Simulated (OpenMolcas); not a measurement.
## BHF2 (SMILES FBF): the energy, rung by rung

BHF2: 4 atoms, total charge 0, spin state singlet. As SMILES, `FBF`. The coordinates come from a PBE0-D4/def2-TZVP relaxation.

```xyz
4

F     1.1543    0.4569   -0.3619
B    -0.0019   -0.0310    0.0252
F    -1.0954    0.5287   -0.4389
H    -0.0570   -0.9546    0.7756
```

Quantity: the energy change with the F1–B2 bond stretched from 1.313 to 1.970 Å, in eV. The values are calculated.

```json
{"level": "HF/STO-3G (restricted)", "kind": "Hartree–Fock", "program": "OpenMolcas", "value (eV)": "5.12", "less FCI/STO-3G": "+1.25"}
{"level": "SVWN5/STO-3G (restricted)", "kind": "LDA", "program": "OpenMolcas", "value (eV)": "4.24", "less FCI/STO-3G": "+0.37"}
{"level": "PBE/STO-3G (restricted)", "kind": "GGA", "program": "OpenMolcas", "value (eV)": "3.85", "less FCI/STO-3G": "-0.02"}
{"level": "r2SCAN/STO-3G (restricted)", "kind": "meta-GGA", "program": "OpenMolcas", "value (eV)": "4.13", "less FCI/STO-3G": "+0.26"}
{"level": "B2PLYP/STO-3G (restricted)", "kind": "double hybrid", "program": "OpenMolcas", "value (eV)": "4.33", "less FCI/STO-3G": "+0.46"}
{"level": "MP2/STO-3G (restricted)", "kind": "perturbation theory", "program": "OpenMolcas", "value (eV)": "4.53", "less FCI/STO-3G": "+0.66"}
{"level": "CISD/STO-3G (restricted)", "kind": "coupled cluster or CI", "program": "OpenMolcas", "value (eV)": "4.05", "less FCI/STO-3G": "+0.18"}
{"level": "FCI/STO-3G", "kind": "exact in the basis", "program": "OpenMolcas", "value (eV)": "3.87", "less FCI/STO-3G": "0.00"}
```

FCI/STO-3G is exact within its basis and frozen core, so for wave-function methods in that basis the difference is their error; functionals converge differently with the basis, so for them it is only a difference. A spin-restricted reference rises too steeply as a bond breaks; here HF/STO-3G, B2PLYP/STO-3G, MP2/STO-3G lie well above the multireference or unrestricted value. The first shape isn't each level's own minimum. The values span 3.85 to 5.12 eV. All rows use very small basis sets, so none should be taken for the real molecule's value.
